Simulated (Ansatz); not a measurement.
Geometry optimisation, Ansatz 0.2.0, RKS PBE/def2-mTZVP.

The input (input.yaml):

```yaml
crystal:
  periodic: [false, false, false]
  atoms:
    - { symbol: B, position_ang: [-0.00724, 0.268725, -0.033711] }
    - { symbol: F, position_ang: [-0.009661, 0.439407, 1.292614] }
    - { symbol: H, position_ang: [1.055754, 0.240917, -0.59309] }
    - { symbol: H, position_ang: [-1.071687, 0.195572, -0.588258] }
    - { symbol: Cl, position_ang: [0.101664, -2.63545, 0.9262] }
    - { symbol: H, position_ang: [0.06847, -1.62387, 1.807845] }
basis:
  gaussian: { orbitals: def2-mTZVP }
hamiltonian:
  xc: pbe
relax:
  f_tol: 0.03
  max_steps: 50
```

Command:

```bash
$ ansatz run input.yaml --threads 1 --pin off --max-ram 2048MiB --backend cpu --events-out ev --progress --plain --runs-dir out
```

Q: Where does it end, and by what steps?

A: It converged. The force dipped under the threshold on the way, but the program's further checks kept it going. After 10 steps the energy has fallen by 0.059 eV; H6 moved furthest, 0.48 Å.

```json
{"step": "0", "energy less start (eV)": "0.0000", "largest force component (eV/Å)": "0.790", "accepted": "yes"}
{"step": "1", "energy less start (eV)": "-0.0255", "largest force component (eV/Å)": "0.537", "accepted": "yes"}
{"step": "2", "energy less start (eV)": "-0.0438", "largest force component (eV/Å)": "0.219", "accepted": "yes"}
{"step": "3", "energy less start (eV)": "-0.0461", "largest force component (eV/Å)": "0.170", "accepted": "yes"}
{"step": "4", "energy less start (eV)": "-0.0513", "largest force component (eV/Å)": "0.436", "accepted": "yes"}
{"step": "5", "energy less start (eV)": "-0.0531", "largest force component (eV/Å)": "0.214", "accepted": "yes"}
{"step": "6", "energy less start (eV)": "-0.0559", "largest force component (eV/Å)": "0.098", "accepted": "yes"}
{"step": "7", "energy less start (eV)": "-0.0567", "largest force component (eV/Å)": "0.187", "accepted": "yes"}
{"step": "8", "energy less start (eV)": "-0.0588", "largest force component (eV/Å)": "0.013", "accepted": "yes"}
{"step": "9", "energy less start (eV)": "-0.0575", "largest force component (eV/Å)": "0.137", "accepted": "no"}
{"step": "10", "energy less start (eV)": "-0.0588", "largest force component (eV/Å)": "0.018", "accepted": "yes"}
```

```xyz
6
Properties=species:S:1:pos:R:3
B -0.008 0.319 -0.062
F -0.018 0.758 1.206
H 1.058 0.213 -0.604
H -1.070 0.145 -0.597
Cl 0.088 -2.511 0.825
H 0.087 -2.039 2.044
```

Whether the end is a true minimum wasn't checked by a vibrational analysis.

Run time: 17 s on 1 thread of Intel(R) Xeon(R) Platinum 8259CL CPU @ 2.50GHz (Skylake/Cascade Lake), with other jobs on the host, peak memory 0.15 GiB.
